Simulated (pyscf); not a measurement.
**Multi-bond step: H₃C–CH₂–ZnH (SMILES C[CH2][ZnH]) + HF (SMILES F) -> H₃C–CH₂–ZnH (SMILES C[CH2][ZnH]) + HF (SMILES F)**

Gas phase, singlet surface, charge 0. Bonds broken: C1–H6, C2–Zn3, F10–H11. Bonds formed: C1–Zn3, C2–H11, H6–F10. Optimised with ωB97X-D3(BJ)/def2-SVP in PySCF.

Transition state (Å):

```xyz
11

C     -2.1166     0.3303    -0.2336
C     -0.8438     0.9421     0.5017
Zn    -0.3240    -0.6460    -0.8006
H     -2.2022     0.4919    -1.3258
H     -2.4282    -0.6881     0.0675
H     -2.8511     1.0987     0.3112
H     -0.3180     0.2998     1.2356
H     -0.1437     1.5326    -0.1190
H      0.5743    -1.6409    -1.5286
F     -2.8793     2.1678     1.2822
H     -1.5183     1.7150     1.1137
```

One imaginary mode, 930i cm⁻¹; descent along it reached the two sides named.

```tsv
bond	change	reactant side (Å)	saddle	product side
C1–H6	breaks	1.102	1.194	2.124
C2–Zn3	breaks	1.958	2.119	2.9
F10–H11	breaks	0.929	1.444	2.476
C1–Zn3	forms	2.9	2.119	1.958
C2–H11	forms	2.122	1.195	1.102
H6–F10	forms	2.474	1.444	0.929
```

Electronic energies relative to the separated reactants (eV):

```
level                   barrier  reaction energy  reverse barrier
----------------------  -------  ---------------  ---------------
ωB97X-D3(BJ)/def2-TZVP     2.37             0.00             2.37
PBE/def2-TZVP              1.99             0.00             1.99
r²SCAN/def2-TZVP           2.04             0.00             2.04
B3LYP-D3(BJ)/def2-TZVP     2.32             0.00             2.32
PBE0-D3(BJ)/def2-TZVP      2.20             0.00             2.20
M06-2X/def2-TZVP           2.32             0.00             2.32
ωB97M-D3(BJ)/def2-TZVP     2.39             0.00             2.39
HF/def2-TZVP               3.23             0.00             3.23
```

With ωB97M-D3(BJ)/def2-TZVP energies and thermal terms (ideal gas, 1 atm, RRHO with modes under 100 cm⁻¹ raised to 100, one conformer, R ln 2 for chiral ones without a mode under 150 cm⁻¹), in eV:

| T (K) | ΔH‡ | ΔG‡ | ΔH | ΔG |
|---|---|---|---|---|
| 298 | 2.26 | 2.70 | 0.00 | 0.00 |
| 600 | 2.26 | 3.15 | 0.00 | 0.00 |
| 900 | 2.28 | 3.59 | 0.00 | 0.00 |
| 1200 | 2.30 | 4.02 | 0.00 | 0.00 |

The same reactants have a lower exit, to H₃C–CH₂–Zn–F + H₂ (barrier +0.31 eV at ωB97M-D3(BJ)/def2-TZVP, against +2.39 eV here). This is the saddle that the search found; another between the same sides may lie lower. Elements up to Kr have no core potential and no relativistic terms here.
